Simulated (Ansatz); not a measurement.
Input file:

```yaml
crystal:
  periodic: [false, false, false]
  atoms:
    - {symbol: B, position_ang: [0.000000, 0.000000, 1.366795]}
    - {symbol: B, position_ang: [0.000000, 0.000000, -1.839825]}
    - {symbol: H, position_ang: [0.000000, 2.119837, 2.536822]}
    - {symbol: H, position_ang: [0.000000, -2.119837, 2.536822]}
basis:
  gaussian: {orbitals: aug-cc-pVDZ}
magnetization: {spin_polarized: false, initial_magnetization: 2}
correlation: {active_space: {ras: {orbitals: [5, 2, 57], electrons: 12, max_holes: 2, max_particles: 2}, fixed_orbitals: true}}
accuracy: high
```

```sh
$ ansatz run in.yaml --threads 1 --pin off --events-out ev --progress --plain --max-ram 2393MiB
```

The program prints:

```
1287 factors; integrals over basis functions are off by at most 3.1e-9 eV
mean field evaluation 1: about -1358.6111 eV, gradient 7.7e0 eV
mean field evaluation 2: about -1358.6115 eV, gradient 7.7e0 eV
mean field evaluation 4: about -1360.2057 eV, gradient 2.4e0 eV
mean field evaluation 8: about -1360.3539 eV, gradient 1.5e-1 eV
mean field evaluation 16: about -1360.3546 eV, gradient 4.7e-4 eV
mean field evaluation 32: about -1361.2227 eV, gradient 2.4e-4 eV
mean field evaluation 64: about -1360.2591 eV, gradient 5.7e-8 eV
mean field evaluation 96: about -1360.3546 eV, gradient 7.1e-3 eV
mean field evaluation 128: about -1361.0700 eV, gradient 2.4e0 eV
mean field evaluation 160: about -1360.2618 eV, gradient 1.1e-1 eV
mean field evaluation 192: about -1361.2047 eV, gradient 9.8e-2 eV
mean field evaluation 224: about -1361.1131 eV, gradient 7.3e-1 eV
mean field evaluation 256: about -1361.2219 eV, gradient 8.2e-2 eV
mean field evaluation 288: about -1360.3546 eV, gradient 3.1e-4 eV
mean field -1361.22267270 eV, -50.0240105517 hartree, gradient 5.7e-8 eV, S^2 2.000000; 22 other end points of the search recorded, 0 dependent functions left out
reference -1361.22267270 eV, -50.0240105517 hartree; 7, 5 occupied and 57, 59 virtual orbitals, 1287 factors
state -1365.78522144 eV, -50.1916811256 hartree
Total energy: -1365.78522144 eV, -50.1916811256 hartree
```

Natural occupations: 1.9999 1.9999 1.9262 1.9172 1.8460 0.9986 0.9877 0.1300 0.0387 0.0356 0.0317 0.0317 0.0072 0.0060 0.0051 0.0048 0.0044 0.0043 0.0041 0.0038 0.0036 0.0030 0.0018 0.0016.

Ran on 1 thread of Arm Neoverse V2, shared host: 18 s wall, 0.26 GiB peak host memory.
